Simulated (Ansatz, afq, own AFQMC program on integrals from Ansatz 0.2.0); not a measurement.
Integrals from Ansatz 0.2.0, then the random walk in our own AFQMC program (afq).

```yaml
crystal:
  periodic: [false, false, false]
  atoms:
    - {symbol: Si, position_ang: [-0.947723, -3.055411, -0.302746]}
    - {symbol: O, position_ang: [-0.685522, -1.431302, -0.047964]}
    - {symbol: Ge, position_ang: [-1.494593, 0.008112, 0.691168]}
    - {symbol: N, position_ang: [-0.097328, 1.138355, 0.236935]}
    - {symbol: Si, position_ang: [1.292683, 0.490532, -0.648254]}
    - {symbol: Si, position_ang: [-0.116981, 2.824353, 0.744969]}
    - {symbol: H, position_ang: [-0.904221, -3.346709, -1.766105]}
    - {symbol: H, position_ang: [0.110110, -3.849701, 0.388870]}
    - {symbol: H, position_ang: [-2.285851, -3.462612, 0.232367]}
    - {symbol: H, position_ang: [2.237569, 1.647239, -0.829439]}
    - {symbol: H, position_ang: [0.917534, -0.053647, -1.990166]}
    - {symbol: H, position_ang: [-0.138717, 3.752442, -0.425371]}
    - {symbol: H, position_ang: [-1.358213, 3.029697, 1.556005]}
    - {symbol: H, position_ang: [1.072853, 3.150854, 1.587631]}
basis:
  gaussian: {orbitals: def2-SVP}
magnetization: {spin_polarized: true, initial_magnetization: 1}
correlation: {method: ccsd_t, electrons: outside_noble_gas, hamiltonian_folder: ham}
```

```sh
$ ansatz run in.yaml --threads 1 --pin off --events-out ev --progress --plain --max-ram 16896MiB --backend cuda --devices 0, --max-vram 18GiB
```

afq runs on the folder ham with

```
--method phaseless --trial cisd --walkers 400 --populations 10 --least-time 60 --time-step 0.005 --steps-per-block 50 --equilibration-blocks 28 --max-blocks 4000 --target-error 0.00036 --factor-cut 1e-05 --start spin_pure --seed 7685 --release-times 0.21,0.42,0.63,0.9 --release-step 0.03 --release-every 5 --taylor-order 6
```

Times are imaginary, in 1/Eh. The walk had a cap of 337 s. With eight or more populations the least sampling time is a fifth of least-time, and the error comes from their spread. Filled inner d shells are frozen with the cores.

Log:

```
orbitals 123  electrons 18 17  factors 1047 of 1490
reference energy -3075.57565255 Eh
CCSD correlation -0.78569237 Eh in 16 cycles, weight of the determinant in the CISD state 0.7268
energy of the start -3076.361178 Eh
 block  time / (1/Eh)  mean weight  energy / Eh
     1     0.250  0.9997  -3076.319581
     2     0.500  0.9989  -3076.330971
     3     0.750  0.9998  -3076.348946
     4     1.000  0.9996  -3076.357909
     5     1.250  0.9996  -3076.367805
     7     1.750  0.9999  -3076.375579
     9     2.250  1.0003  -3076.385154
    15     3.750  0.9996  -3076.382221
    29     7.250  1.0014  -3076.395168
    43    10.750  1.0004  -3076.382690
    57    14.250  1.0004  -3076.390466
    71    17.750  1.0011  -3076.389924
    85    21.250  1.0005  -3076.390612
    99    24.750  0.9998  -3076.386310
   113    28.250  1.0006  -3076.395200
   127    31.750  0.9991  -3076.387951
   141    35.250  0.9983  -3076.380987
   155    38.750  1.0010  -3076.393556
   169    42.250  1.0000  -3076.385125
   183    45.750  0.9996  -3076.386330
   197    49.250  1.0026  -3076.394358
   211    52.750  0.9996  -3076.395857
   225    56.250  0.9981  -3076.389931
   239    59.750  1.0008  -3076.383241
   253    63.250  0.9986  -3076.388319
   267    66.750  1.0005  -3076.378238
   281    70.250  0.9991  -3076.411015
   295    73.750  0.9995  -3076.387494
   309    77.250  0.9995  -3076.386338
error from the spread of 10 populations
released: time / (1/Eh)  energy / Eh  error  mean overlap
  0.21  -3076.389396  0.000705  0.9999
  0.42  -3076.390917  0.000646  0.9881
  0.63  -3076.388781  0.001031  1.0033
  0.90  -3076.389894  0.001762  1.0033
energy -3076.389682 +/- 0.000682 Eh
(rows thinned)
```

The run passed its tests (sampling time, drift between the halves within three errors, error under three times the target), which doesn't prove that it has relaxed, ending at its cap on processor time.

Against this walk (error 18.5 meV) on the same determinant: CCSD(T) 126.3 meV higher. The error is statistical and leaves out the bias of the constraint. None of these is a sure reference here. Released to 0.63 1/Eh the energy moves by 25 ± 34 meV (both errors), within twice the noise.

Cautions: constraint bias not in the error; error above the target (18.5 against 9.8 meV); no relativity below Rb; no spin-orbit coupling; inner d shell frozen.

The walk took 5.7 min on 1 × NVIDIA H100 80GB HBM3 with 2 threads of AMD EPYC 7R13 Processor (Zen 3) (shared host) (the card was shared). The log's last line is the phaseless energy.
